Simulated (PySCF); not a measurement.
# C6H5Cl (chlorobenzene): the cost of one run

Computed with PySCF 2.14.0, with density-fitted response routines of our own, on a single molecule, in the gas phase or a continuum. Atoms count from 0, in the outputs and in this text.

### Step 1. The molecule as given

12 atoms, charge 0, multiplicity 1; geometry from: GFN2-xTB. The atoms were then displaced at random by about 0.01 Å, so the start is not that level's minimum.

Bonds of the start (Å): Cl0–C1 1.76, C1–C2 1.40, C2–C3 1.33, C3–C4 1.41, C4–C5 1.37, C5–C6 1.40, C6–C1 1.38, C2–H7 1.10, C3–H8 1.10, C4–H9 1.08, C5–H10 1.09, C6–H11 1.07.

### Step 2. Geometry optimisation at PBE0-D3(BJ)/def2-TZVP

The job: settings as JSON, then the geometry in Å.

```
{"job": {"xc": "PBE0", "basis": "def2-TZVP", "d3": "d3bj", "grid": 2, "shake": 0.01, "kind": "geom"}, "charge": 0, "multiplicity": 1}
Cl     3.063100     0.193000    -0.001330
C      1.310760     0.090070    -0.006570
C      0.529490     1.246000     0.001630
C     -0.797080     1.144170     0.007750
C     -1.438770    -0.110010    -0.011140
C     -0.661890    -1.243990    -0.017890
C      0.732630    -1.159160    -0.016900
H      1.044020     2.220360     0.016470
H     -1.434280     2.043390     0.042130
H     -2.515390    -0.183140     0.013060
H     -1.134340    -2.224730    -0.015400
H      1.341440    -2.044220    -0.020840
```

Launch:

```sh
> OMP_NUM_THREADS=2 python probes_run.py task.json out
```

This one command runs all jobs of the session in turn.

**Question.** How long does this first job take on 2 threads of Intel Xeon at 2.50GHz, shared host, and how much memory does it need?

About 14 min, with a peak of 1.4 GiB.
